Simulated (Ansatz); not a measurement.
Ansatz (a quantum-chemistry and plane-wave program) input (B3LYP-D3(BJ)/def2-TZVP):

Ansatz 0.2 input:
```yaml
crystal:
  periodic: [false, false, false]
  atoms:
    - {symbol: C, position_ang: [-0.00000000, -0.00000000, -1.11416072]}
    - {symbol: S, position_ang: [0.00000000, 0.00000000, 0.41781027]}
basis:
  gaussian:
    orbitals: def2-TZVP
hamiltonian:
  xc: b3lyp
  dispersion: d3bj
phonons: {temperatures: {t_min: 298.15, t_max: 298.15, t_step: 100}}
```

Output:

```
Functional definition: B3LYP
integrals: 0.01 GiB planned
451 factors; their error is unknown
mean field: 0.13 GiB planned
mean field evaluation 1: about -11866.7271 eV, gradient 4.2e1 eV
mean field evaluation 2: about -11851.4436 eV, gradient 7.8e1 eV
mean field evaluation 4: about -11871.1325 eV, gradient 2.2e0 eV
mean field evaluation 8: about -11871.1620 eV, gradient 9.4e-2 eV
mean field -11871.16201810 eV, -436.2571576024 hartree, gradient 6.2e-6 eV, S^2 0.000000; 0 other end points of the search recorded, 0 dependent functions left out
the calculation of the forces begins
reference -11871.16218759 eV, -436.2571638313 hartree; 11, 11 occupied and 57, 57 virtual orbitals, 451 factors
these checks for a lower state are left out or cut short: stability, starts, cluster_reference, orbital_swaps, neighbouring_geometries, increment
integrals: 0.01 GiB planned
451 factors; their error is unknown
mean field: 0.13 GiB planned
mean field evaluation 16: about -11871.1409 eV, gradient 1.8e-1 eV
mean field -11871.16201810 eV, -436.2571576024 hartree, gradient 1.1e-6 eV, S^2 0.000000; 0 other end points of the search recorded, 0 dependent functions left out
the calculation of the forces begins
reference -11871.16218759 eV, -436.2571638313 hartree; 11, 11 occupied and 57, 57 virtual orbitals, 451 factors
these checks for a lower state are left out or cut short: stability, starts, cluster_reference, orbital_swaps, neighbouring_geometries, increment
integrals: 0.01 GiB planned
451 factors; their error is unknown
mean field: 0.13 GiB planned
mean field -11871.16201810 eV, -436.2571576024 hartree, gradient 1.1e-6 eV, S^2 0.000000; 0 other end points of the search recorded, 0 dependent functions left out
the calculation of the forces begins
reference -11871.16218759 eV, -436.2571638313 hartree; 11, 11 occupied and 57, 57 virtual orbitals, 451 factors
these checks for a lower state are left out or cut short: stability, starts, cluster_reference, orbital_swaps, neighbouring_geometries, increment
integrals: 0.01 GiB planned
451 factors; their error is unknown
mean field: 0.13 GiB planned
mean field evaluation 32: about -11871.1409 eV, gradient 1.8e-1 eV
mean field -11871.16201810 eV, -436.2571576024 hartree, gradient 1.1e-6 eV, S^2 0.000000; 0 other end points of the search recorded, 0 dependent functions left out
the calculation of the forces begins
reference -11871.16218759 eV, -436.2571638313 hartree; 11, 11 occupied and 57, 57 virtual orbitals, 451 factors
these checks for a lower state are left out or cut short: stability, starts, cluster_reference, orbital_swaps, neighbouring_geometries, increment
integrals: 0.01 GiB planned
451 factors; their error is unknown
mean field: 0.13 GiB planned
mean field -11871.16201810 eV, -436.2571576024 hartree, gradient 1.1e-6 eV, S^2 0.000000; 0 other end points of the search recorded, 0 dependent functions left out
the calculation of the forces begins
reference -11871.16218759 eV, -436.2571638313 hartree; 11, 11 occupied and 57, 57 virtual orbitals, 451 factors
these checks for a lower state are left out or cut short: stability, starts, cluster_reference, orbital_swaps, neighbouring_geometries, increment
integrals: 0.01 GiB planned
451 factors; their error is unknown
mean field: 0.13 GiB planned
mean field -11871.16184348 eV, -436.2571511852 hartree, gradient 1.1e-6 eV, S^2 0.000000; 0 other end points of the search recorded, 0 dependent functions left out
the calculation of the forces begins
reference -11871.16201303 eV, -436.2571574161 hartree; 11, 11 occupied and 57, 57 virtual orbitals, 451 factors
these checks for a lower state are left out or cut short: stability, starts, cluster_reference, orbital_swaps, neighbouring_geometries, increment
integrals: 0.01 GiB planned
451 factors; their error is unknown
mean field: 0.13 GiB planned
mean field -11871.16184819 eV, -436.2571513586 hartree, gradient 1.1e-6 eV, S^2 0.000000; 0 other end points of the search recorded, 0 dependent functions left out
the calculation of the forces begins
reference -11871.16201763 eV, -436.2571575855 hartree; 11, 11 occupied and 57, 57 virtual orbitals, 451 factors
these checks for a lower state are left out or cut short: stability, starts, cluster_reference, orbital_swaps, neighbouring_geometries, increment
integrals: 0.01 GiB planned
451 factors; their error is unknown
mean field: 0.13 GiB planned
mean field evaluation 64: about -11871.1409 eV, gradient 1.8e-1 eV
mean field -11871.16201810 eV, -436.2571576024 hartree, gradient 1.1e-6 eV, S^2 0.000000; 0 other end points of the search recorded, 0 dependent functions left out
the calculation of the forces begins
reference -11871.16218759 eV, -436.2571638313 hartree; 11, 11 occupied and 57, 57 virtual orbitals, 451 factors
these checks for a lower state are left out or cut short: stability, starts, cluster_reference, orbital_swaps, neighbouring_geometries, increment
integrals: 0.01 GiB planned
451 factors; their error is unknown
mean field: 0.13 GiB planned
mean field -11871.16201810 eV, -436.2571576024 hartree, gradient 1.1e-6 eV, S^2 0.000000; 0 other end points of the search recorded, 0 dependent functions left out
the calculation of the forces begins
reference -11871.16218759 eV, -436.2571638313 hartree; 11, 11 occupied and 57, 57 virtual orbitals, 451 factors
these checks for a lower state are left out or cut short: stability, starts, cluster_reference, orbital_swaps, neighbouring_geometries, increment
integrals: 0.01 GiB planned
451 factors; their error is unknown
mean field: 0.13 GiB planned
mean field -11871.16201810 eV, -436.2571576024 hartree, gradient 1.1e-6 eV, S^2 0.000000; 0 other end points of the search recorded, 0 dependent functions left out
the calculation of the forces begins
reference -11871.16218759 eV, -436.2571638313 hartree; 11, 11 occupied and 57, 57 virtual orbitals, 451 factors
these checks for a lower state are left out or cut short: stability, starts, cluster_reference, orbital_swaps, neighbouring_geometries, increment
integrals: 0.01 GiB planned
451 factors; their error is unknown
mean field: 0.13 GiB planned
mean field -11871.16201810 eV, -436.2571576024 hartree, gradient 1.1e-6 eV, S^2 0.000000; 0 other end points of the search recorded, 0 dependent functions left out
the calculation of the forces begins
reference -11871.16218759 eV, -436.2571638313 hartree; 11, 11 occupied and 57, 57 virtual orbitals, 451 factors
these checks for a lower state are left out or cut short: stability, starts, cluster_reference, orbital_swaps, neighbouring_geometries, increment
integrals: 0.01 GiB planned
451 factors; their error is unknown
mean field: 0.13 GiB planned
mean field evaluation 96: about -11871.1407 eV, gradient 2.6e-1 eV
mean field -11871.16184819 eV, -436.2571513586 hartree, gradient 1.1e-6 eV, S^2 0.000000; 0 other end points of the search recorded, 0 dependent functions left out
the calculation of the forces begins
reference -11871.16201763 eV, -436.2571575855 hartree; 11, 11 occupied and 57, 57 virtual orbitals, 451 factors
these checks for a lower state are left out or cut short: stability, starts, cluster_reference, orbital_swaps, neighbouring_geometries, increment
integrals: 0.01 GiB planned
451 factors; their error is unknown
mean field: 0.13 GiB planned
mean field -11871.16184348 eV, -436.2571511852 hartree, gradient 1.1e-6 eV, S^2 0.000000; 0 other end points of the search recorded, 0 dependent functions left out
the calculation of the forces begins
reference -11871.16201303 eV, -436.2571574161 hartree; 11, 11 occupied and 57, 57 virtual orbitals, 451 factors
Total energy: -11871.21262023 eV, -436.2590171967 hartree
Atom 0 at    -0.000000    -0.000000    -1.114161 Å, force     0.000000     0.000000    -0.000044 eV/Å
Atom 1 at     0.000000     0.000000     0.417810 Å, force    -0.000000    -0.000000     0.000044 eV/Å
Dipole moment:     0.000000     0.000000     0.404711 e Å
Vibrations: 1309.83 cm⁻¹, zero-point energy 0.081199 eV
```
